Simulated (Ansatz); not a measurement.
# CH3F2: the cost of one run

Program: Ansatz 0.2.0, Gaussian basis. Level of theory: PBE0-D4/def2-SVPD. These are calculated values, not measurements.

10 further runs of the same task are left out: 10 set aside as unsound or not needed.

## Step 1: The starting structure

The first end: 6 atoms, charge -1, spin multiplicity 1.

Atoms are counted from 1 here; the program's logs count them from 0.

Bond lengths: F1–C2 1.426 Å, C2–H4 1.086 Å, C2–H5 1.086 Å, C2–H6 1.086 Å. Angles: F1–C2–H4 109.0°, F1–C2–H5 109.0°, F1–C2–H6 109.0°, H4–C2–H5 109.9°, H4–C2–H6 109.9°, H5–C2–H6 109.9°.

Coordinates:

| atom | x (Å) | y (Å) | z (Å) |
| --- | --- | --- | --- |
| F1 | -0.7565 | -1.4314 | 0.7721 |
| C2 | -0.1552 | -0.2936 | 0.1584 |
| F3 | 0.9297 | 1.7592 | -0.9490 |
| H4 | -0.0813 | 0.5050 | 0.8899 |
| H5 | 0.8349 | -0.5643 | -0.1950 |
| H6 | -0.7717 | 0.0251 | -0.6763 |

The second end:

```
F    -0.9299   -1.7596    0.9491
C     0.1552    0.2936   -0.1584
F     0.7565    1.4314   -0.7721
H    -0.0692    0.5281    0.8775
H     0.8471   -0.5414   -0.2074
H    -0.7596    0.0480   -0.6888
```

## Step 2: The band at PBE0-D4/def2-SVPD

neb/in.yaml reads:

```yaml
crystal:
  periodic: [false, false, false]
  atoms:
    - {symbol: F, position_ang: [-0.756465, -1.431371, 0.772096]}
    - {symbol: C, position_ang: [-0.155157, -0.293565, 0.158373]}
    - {symbol: F, position_ang: [0.929744, 1.759244, -0.949004]}
    - {symbol: H, position_ang: [-0.081322, 0.505050, 0.889900]}
    - {symbol: H, position_ang: [0.834875, -0.564335, -0.195026]}
    - {symbol: H, position_ang: [-0.771673, 0.025077, -0.676339]}
basis:
  gaussian: {orbitals: def2-SVPD}
total_charge: -1
hamiltonian: {xc: pbe0, dispersion: d4}
neb:
  images: 5
  climbing: true
  max_iterations: 40
  initial_path: idpp
  final_atoms:
    - {symbol: F, position_ang: [-0.929926, -1.759594, 0.949123]}
    - {symbol: C, position_ang: [0.155157, 0.293606, -0.158358]}
    - {symbol: F, position_ang: [0.756473, 1.431390, -0.772132]}
    - {symbol: H, position_ang: [-0.069168, 0.528088, 0.877543]}
    - {symbol: H, position_ang: [0.847054, -0.541419, -0.207417]}
    - {symbol: H, position_ang: [-0.759590, 0.048029, -0.688760]}
```

On the command line:

```sh
$ ansatz run in.yaml --threads 2 --pin off --events-out ev --progress --plain --max-ram 4352MiB
```

Q: Estimate wall time and peak memory on 2 threads of Arm Neoverse N1, shared host.

About 76 s, with a peak of 0.34 GiB.
